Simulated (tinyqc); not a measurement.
Ways to converge the cycle: SCF convergence aids in the sto-3g basis, for H2O, spin multiplicity 3. Computed by the program tinyqc with PySCF. UHF with one setting changed at a time; a run stops when the energy changes by less than 1e-09 hartree and the error matrix is below 1e-5. The start is the core Hamiltonian. Damping d keeps d of the old density; a shift (hartree) raises the virtual levels; DIIS n extrapolates F over n matrices.

Geometry (angstrom):
```
atom,x,y,z
O,0.0000,0.0000,0.0000
H,0.0000,0.6790,0.6370
H,0.0000,-0.6790,0.6370
```

lowest solution found by these runs and by PySCF with stability checks = -74.533480 hartree

Largest element of the error matrix X^T (FDS - SDF) X:
```
iteration,plain,damping 0.3,damping 0.6,shift 0.4,DIIS 3,DIIS 8
1,3.1e-01,3.1e-01,3.1e-01,3.1e-01,3.1e-01,3.1e-01
2,7.0e-02,1.5e-01,2.3e-01,1.7e-01,7.0e-02,7.0e-02
3,1.4e-02,6.7e-02,1.6e-01,6.2e-02,8.4e-03,8.4e-03
4,5.0e-03,3.0e-02,1.1e-01,2.3e-02,4.0e-03,4.0e-03
5,2.3e-03,1.4e-02,7.5e-02,9.5e-03,9.3e-04,9.8e-04
6,1.3e-03,6.8e-03,5.1e-02,4.2e-03,3.7e-04,1.6e-04
8,4.4e-04,2.1e-03,2.4e-02,1.0e-03,1.1e-05,2.5e-06
10,1.5e-04,7.9e-04,1.1e-02,3.1e-04,-,-
14,1.9e-05,2.1e-04,3.0e-03,6.9e-05,-,-
20,-,2.8e-05,5.9e-04,7.5e-06,-,-
30,-,-,9.3e-05,-,-,-
```

How each run ends:
```
run,iterations,E (hartree),state
plain,16,-74.44658,higher
damping 0.3,24,-74.44658,higher
damping 0.6,43,-74.44658,higher
shift 0.4,20,-74.44658,higher
DIIS 3,9,-74.44658,higher
DIIS 8,9,-74.44658,higher
```

What does the comparison show, and why?

No run reaches the lowest solution found. Ending on a higher stationary point: plain, damping 0.3, damping 0.6, shift 0.4, DIIS 3, DIIS 8; a small error matrix cannot reveal that, and an occupation fixed by the start is kept by symmetry or by the shape of the basin. Plain steps already contract here, so damping only slows them. DIIS 3 and DIIS 8 gain by cancelling the error over several earlier matrices, much as a quasi-Newton step does.
